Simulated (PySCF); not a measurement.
F2H3N: fluorine and ammonia

The system is a cluster of fluorine and ammonia, neutral, singlet.

Parts: 1 = fluorine (FF), atoms 1–2; 2 = ammonia (N), atoms 3–6.

| atom | part | x (Å) | y (Å) | z (Å) |
| --- | --- | --- | --- | --- |
| F1 | 1 | 0.7277 | 0.0776 | 0.1472 |
| F2 | 1 | -0.5758 | -0.4763 | -0.0119 |
| N3 | 2 | 2.8700 | 0.9606 | 0.4194 |
| H4 | 2 | 3.3268 | 1.0924 | -0.4733 |
| H5 | 2 | 3.4082 | 0.3020 | 0.9665 |
| H6 | 2 | 2.8457 | 1.8462 | 0.9072 |

In these coordinates F1···N3 is 2.333 Å. Part 2 is then moved rigidly along that line, all else held; at short range other atoms may come into contact.

The starting structure comes from a short search with a few starts; no frequency run checks that it is a minimum, and another way of binding may lie lower.

Computed with PySCF 2.14.0: CCSD(T)/aug-cc-pVDZ and MP2/aug-cc-pVTZ, aug-cc-pVQZ counterpoise interaction energy, frozen core, gas phase. Geometry: PBE0-D3(BJ)/def2-TZVPD.

Counterpoise energies in kcal/mol, cluster less the parts frozen as they stand in it; small is aug-cc-pVDZ, large aug-cc-pVQZ. Estimated limit: HF in aug-cc-pVQZ, MP2 correlation extrapolated as X⁻³ from aug-cc-pVTZ and aug-cc-pVQZ, and CCSD(T) less MP2 in aug-cc-pVDZ; it isn't the exact limit.

| F1···N3 (Å) | HF large | MP2 large | SCS-MP2 large | CCSD(T) small | CCSD(T) limit est. |
| --- | --- | --- | --- | --- | --- |
| 2.100 | 9.20 | 0.80 | 2.68 | 2.63 | 1.62 |
| 2.216 | ? | ? | ? | ? | ? |
| 2.333 | 3.32 | -1.51 | -0.42 | -0.64 | -1.13 |
| 2.450 | 1.81 | -1.89 | -1.07 | -1.29 | -1.63 |
| 2.566 | 0.86 | -2.01 | -1.38 | -1.59 | -1.83 |
| 2.916 | ? | ? | ? | ? | ? |
| 3.500 | -0.40 | -0.91 | -0.81 | -0.88 | -0.88 |
| 4.666 | -0.14 | -0.25 | -0.23 | -0.25 | -0.24 |

Fill in the withheld rows.


| F1···N3 (Å) | HF large | MP2 large | SCS-MP2 large | CCSD(T) small | CCSD(T) limit est. |
| --- | --- | --- | --- | --- | --- |
| 2.216 | 5.66 | -0.69 | 0.73 | 0.56 | -0.14 |
| 2.916 | -0.29 | -1.70 | -1.40 | -1.55 | -1.62 |

The 8 runs took 19 min in all, one thread each of Arm Neoverse N1 on a shared host, launched as `OMP_NUM_THREADS=1 python cluster_run.py task.json out`.
